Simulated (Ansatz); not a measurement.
**A barrier at the coupled-cluster level**

Start structure (CH₇AlO, closed shell), relaxed at PBE0-D4/def2-TZVP:

Al1  (-0.590, 0.060, -0.725)
C2  (0.592, -1.266, 0.130)
H3  (0.011, 0.965, -1.911)
H4  (-2.160, -0.222, -0.743)
H5  (0.170, 1.278, 1.395)
O6  (-0.431, 1.526, 0.683)
H7  (0.647, -2.177, -0.476)
H8  (1.623, -0.915, 0.249)
H9  (0.228, -1.581, 1.115)
H10  (-0.091, 2.334, 0.283)
(Å)

The step: CH₅Al ([CH3][AlH2]) + H₂O → AlH₃O ([OH][AlH2]) + CH₄; bonds formed: C2–H5; dative contacts that become bonds: Al1–O6; bonds broken: Al1–C2, H5–O6. Computed with Ansatz 0.2.0 (basis: def2-TZVPP and def2-QZVPP); correlated methods freeze the cores. Extrapolation: Hartree–Fock as exp(−7.88 √X), correlation as X^−2.97. Energies below are by CCSD(T) at an estimated basis limit (MP2 extrapolated from triple and quadruple zeta, plus CCSD(T) − MP2 in triple zeta).

Problem. What are the electronic barrier and the energy of the step, from the start structure to the end structure? (An estimate is asked for; the value comes from the calculation.)

Solution. Computed: Barrier 0.785 eV; step energy -0.780 eV (downhill); reverse barrier, their difference, 1.565 eV. Barrier and step energy count from the start structure, the reverse barrier from the end structure.

The saddle point: One imaginary mode of 1235i cm⁻¹.
```csv
pair,start (Å),saddle (Å),end (Å)
Al1–O6,2.04,1.88,1.70
C2–H5,2.87,1.48,1.09
Al1–C2,1.97,2.12,2.95
H5–O6,0.96,1.19,2.70
```

Zero-point energy (harmonic, PBE0-D4): ZPE is 2.010 eV at the start and 1.913 eV at the saddle, so the barrier goes from 0.785 to 0.688 eV.

First-order rate constant out of the start structure at 898 K by transition-state theory, with harmonic vibrational free energies alone and no tunnelling: ΔA‡ = 0.909 eV, so k = (kB T/h) exp(−ΔA‡/kB T) ≈ 10^8 s⁻¹ (an order of magnitude at best: rotation, the number of equivalent paths and anharmonicity are left out).

T1 diagnostic: at most 0.012.

The step is the kind of ligand exchange by which a precursor binds to a hydroxyl group, or is hydrolysed, in atomic layer deposition of oxides.

Labels in which every atom is bracketed show which atoms are joined, not bond orders.

For scale, one of the runs: CCSD(T)/def2-TZVPP, 202 basis functions, launched by `ansatz run in.yaml --threads 2 --pin off --events-out ev --progress --plain --max-ram 4352MiB`. The run took 63 s on 2 CPU threads of an Arm Neoverse V1 (shared host), with 2.5 GiB of host memory at its peak.
